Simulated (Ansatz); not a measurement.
## How far each method lies from UCCSDT(Q) for [H···H···GeH3], doublet

Geometry: a point of a hydrogen-transfer path between rigid fragments, not a stationary point.

```xyz
6

H    -2.5991    0.0000    0.0000
H    -1.8021    0.0000    0.0000
Ge    0.0399    0.0000    0.0000
H     0.5086   -1.4659    0.0000
H     0.5086    0.7330   -1.2695
H     0.5086    0.7330    1.2695
```

Basis cc-pVDZ; Ansatz 0.2.0. Correlated methods freeze the noble-gas cores and the filled d shells of p-block atoms, which leaves 9 electrons in 38 orbitals. Prefix R: restricted or restricted open-shell reference; prefix U: unrestricted. Active spaces: valence = (9e, 9o) chosen from the atoms' valence shells. No spin–orbit coupling is included, and no scalar relativity.

Full CI isn't at hand for all of this; UCCSDT(Q) serves as the reference, and is uncertain by about the last step of the cluster series. The frozen core follows each run's orbitals, which can shift R against U totals by a few meV for light atoms and by up to 0.1 eV past Ca.

The UHF ⟨S²⟩ is 0.767. The T1 diagnostic (RCCSD) is 0.0180 and the largest doubles amplitude (RCCSD) is 0.035. The T1 diagnostic (UCCSD) is 0.0125.

Question: From what is known of these methods and the diagnostics, rank them by the size of their error in total energy against UCCSDT(Q) in cc-pVDZ, smallest first (an estimate: the text doesn't fix the numbers).
A. UHF
B. UMP2
C. UCCSD(T)
D. UCCSD
E. UCCSDT

Answer: E (0.2 kJ/mol), C (2.0 kJ/mol), D (9.2 kJ/mol), B (98.6 kJ/mol), A (423.7 kJ/mol).

All errors are against UCCSDT(Q) in cc-pVDZ. Within each family the higher level lies nearer, as is usual though not guaranteed.

Natural occupations of CASSCF (valence space) about the gap: 1.985 1.974 1.971 1.971 1.002 0.031 0.024 0.021 0.021; effectively unpaired electrons, Σ n²(2−n)², 1.02.
